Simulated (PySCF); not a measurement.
C3H4, SMILES C=C=C. The structure is a stationary point at PBE-D3(BJ)/def2-TZVP.

Computed equilibrium geometry at PBE-D3(BJ)/def2-TZVP (PySCF confirms it by a frequency run) as bond lengths and angles, and its point group:
point group D2d.
Atoms: C1 C2 C3 H4 H5 H6 H7. Bond lengths (Å): C1–C2 1.308, C1–H4 1.093, C1–H5 1.093, C2–C3 1.308, C3–H6 1.093, C3–H7 1.093. Angles (°): C2–C1–H4 121.3, C2–C1–H5 121.3, H4–C1–H5 117.3, C1–C2–C3 180.0, C2–C3–H6 121.3, C2–C3–H7 121.3, H6–C3–H7 117.3.
